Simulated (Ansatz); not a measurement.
# H2O2 (quintet): from Hartree-Fock to the top rungs, def2-TZVPP

The task here is to estimate one member of a computed series from the others.

Method: def2-TZVPP, core rule «outside noble gas», up to 2 orbitals frozen; program: Ansatz 0.2.0, Gaussian basis.

The runs, in order: UHF; ROHF; CCSD(T) on UHF.

2 further runs of the same task are left out: 2 set aside as unsound or not needed.

### What is computed

The geometry is a PBE0/def2-TZVP stationary point (not a proven minimum) of the parent state, kept for this charge and spin.

4 atoms, charge 0, spin multiplicity 5.

Atoms are counted from 1 here; the program's logs count them from 0.

Bond lengths: O1–H3 0.969 Å, O2–H4 0.969 Å.

The first run:

Input file in.yaml:

```yaml
crystal:
  periodic: [false, false, false]
  atoms:
    - {symbol: O, position_ang: [0.000000, -0.114833, 0.934723]}
    - {symbol: O, position_ang: [0.000000, 0.114833, -0.934723]}
    - {symbol: H, position_ang: [0.000000, 0.851694, 1.008223]}
    - {symbol: H, position_ang: [0.000000, -0.851694, -1.008223]}
basis:
  gaussian: {orbitals: def2-TZVPP}
magnetization: {spin_polarized: true, initial_magnetization: 4}
hamiltonian: {xc: hf}
output: {orbitals: {seedname: orbitals}}
```

Launch:

```sh
$ ansatz run in.yaml --threads 1 --pin off --events-out ev --progress --plain --max-ram 2816MiB --backend cpu
```

Among the steps run: UHF; ROHF; CCSD(T) on UHF.

One of the session's tables, all rows but one given; the rest of the session is left out.

```
  method  from UCCSD(T) (kJ/mol)
    ROHF                 +1172.7
    UMP2                  +121.5
   UCCSD                       ?
UCCSD(T)                       0
```

Q: Estimate the row for UCCSD from the others.

**Answer.** from UCCSD(T) (kJ/mol): +38.5. In the column «from UCCSD(T) (kJ/mol)» it lies between UCCSD(T) (0) and UMP2 (+121.5).

Left out of the table: UHF (another determinant or state than the rows shown).

The program flags UCCSD(T) as in doubt (see the logs), so the zero of the table is itself unsure.

Caveats from the session: The report flags that the cluster equations may have other roots. The program flags UCCSD(T) as in doubt, so the zero of the table is itself unsure. Warnings: coupled cluster took another determinant than the lowest.
